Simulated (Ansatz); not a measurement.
A made-up structure of CH₂FMg (charge +1), closed shell:

```xyz
5
angstrom
F -1.5432 -1.1305 0.1453
C -0.3207 -0.8723 0.3110
Mg 0.5386 1.1456 -0.3817
H 1.6004 -0.1901 -0.1652
H 1.1714 2.5994 -0.8774
```

It is relaxed with PBE-D4/def2-SVP and then PBE0-D4/def2-TZVP (Ansatz 0.2.0). Atoms count as bonded within 1.22 times the sum of their covalent radii (H–H: 0.88 Å). The end point is not checked to be a true minimum.

Does its bonding change? (A judgement: the text doesn't fix the answer.)

Computed: Yes. Formed: C2–H4; broken: Mg3–H4.

Where it ends: The first stage lowers the energy by 4.94 eV in 19 steps. It ends as CH₂FMg ([F][CH][MgH]), total charge +1:
| atom | x (Å) | y (Å) | z (Å) |
| --- | --- | --- | --- |
| F1 | -1.0587 | -0.9692 | 0.2793 |
| C2 | 0.1145 | -0.6425 | -0.0455 |
| Mg3 | 0.6373 | 1.5664 | -0.4163 |
| H4 | 0.7291 | -1.5611 | -0.0966 |
| H5 | 1.0243 | 3.1585 | -0.6889 |

Labels in which every atom is bracketed show which atoms are joined, not bond orders.

For scale, one of the runs: PBE0-D4/def2-TZVP relaxation, 106 basis functions, launched by `ansatz run in.yaml --threads 2 --pin off --events-out ev --progress --plain --max-ram 4352MiB`. The run took about 13 s on 2 CPU threads of an Intel Xeon Platinum 8259CL (shared host).
